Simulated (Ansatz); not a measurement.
# FHSi: the cost of one run

All numbers below are computed with Ansatz 0.2.0 (UKS PBE/def2-SVP).

### Step 1. The structure to begin with

Bond lengths: F1–Si2 1.566 Å, Si2–H3 1.464 Å. Angles: F1–Si2–H3 105.8°.

As a file:

```xyz
3

F    -1.1126    0.0759   -0.6090
Si    0.1728    0.5400    0.1561
H     0.9288   -0.6807    0.4397
```

### Step 2. Preparing the start

File input.yaml:

```yaml
crystal:
  periodic: [false, false, false]
  atoms:
    - { symbol: F, position_ang: [-1.1126, 0.0759, -0.609] }
    - { symbol: Si, position_ang: [0.1728, 0.54, 0.1561] }
    - { symbol: H, position_ang: [0.9288, -0.6807, 0.4397] }
magnetization:
  spin_polarized: true
basis:
  gaussian: { orbitals: def2-SVP }
hamiltonian:
  xc: pbe
relax:
  f_tol: 0.02
  max_steps: 40
```

Launch:

```
$ ansatz run input.yaml --threads 1 --pin off --max-ram 2048MiB --backend cpu --events-out ev --progress --plain --runs-dir out
```

Q: Estimate wall time and peak memory on 1 thread of Intel Xeon 6975P-C (Granite Rapids), shared host.

About 2.9 s, with a peak of 0.11 GiB.
